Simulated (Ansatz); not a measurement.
**A basis-limit estimate, worked out**

An elementary step of SiH₅F, closed shell (SiH₄ + HF → SiH₃F ([F][SiH3]) + H₂; bonds formed: Si1–F7, H2–H6; bonds broken: Si1–H2, H6–F7). “Start” is the structure reached by relaxing down from the saddle towards the reactants; PBE0-D4/def2-TZVP structures. The saddle:

Si1  (-0.326, 0.324, -0.062)
H2  (0.592, -0.894, -0.803)
H3  (-0.898, 0.477, -1.438)
H4  (-1.478, -0.093, 0.763)
H5  (0.320, 1.625, 0.205)
H6  (0.927, -0.942, 0.107)
F7  (0.864, -0.496, 1.230)
(Å)

Ansatz 0.2.0; basis: def2-TZVPP and def2-QZVPP; cores frozen in the correlated methods.

Energies in eV:

| quantity | saddle | start |
| --- | --- | --- |
| Hartree–Fock, triple zeta (X = 3) | -10646.29848 | -10648.43784 |
| Hartree–Fock, quadruple zeta (X = 4) | -10646.69482 | -10648.82389 |
| MP2 correlation, X = 3 | -11.97775 | -11.34475 |
| MP2 correlation, X = 4 | -12.96881 | -12.32017 |
| CCSD(T) correlation, X = 3 | -13.05546 | -12.49682 |

Q: Work out the barrier at the basis limit: extrapolate Hartree–Fock as E(X) = E∞ + A exp(−7.88 √X) and the MP2 correlation as E(X) = E∞ + B X^−2.97 (the exponents that Neese and Valeev fitted for def2-TZVPP and QZVPP), then add CCSD(T) − MP2 in triple zeta.

A: Each step is linear, so take the differences first (saddle − start): Hartree–Fock 2.13936 (X = 3) and 2.12907 (X = 4); MP2 correlation -0.63300 and -0.64864; CCSD(T) correlation -0.55864.
Two points give E∞ = E(4) + w [E(4) − E(3)], with w = 1/(exp(7.88 (2 − √3)) − 1) = 0.1377 for Hartree–Fock and w = 1/((4/3)^2.97 − 1) = 0.7407 for the correlation.
Hartree–Fock: 2.12907 + 0.1377 × (-0.01029) = 2.1277 eV.
MP2 correlation: -0.64864 + 0.7407 × (-0.01564) = -0.6602 eV.
CCSD(T) − MP2: -0.55864 − (-0.63300) = 0.0744 eV.
Sum: 2.1277 + (-0.6602) + 0.0744 = 1.5419 eV, or 35.56 kcal/mol. Plain CCSD(T) in triple zeta gives 1.5807 eV, so the larger basis shifts the result by -0.0388 eV.

The T1 diagnostic stays at or below 0.014.

Labels in which every atom is bracketed show which atoms are joined, not bond orders.

For scale, one of the runs: CCSD(T)/def2-TZVPP, 143 basis functions, launched by `ansatz run in.yaml --threads 2 --pin off --events-out ev --progress --plain --max-ram 4352MiB`. Time: 10 s of wall clock on 2 CPU threads of an Arm Neoverse V1; the host was shared. Peak host memory: 0.81 GiB.
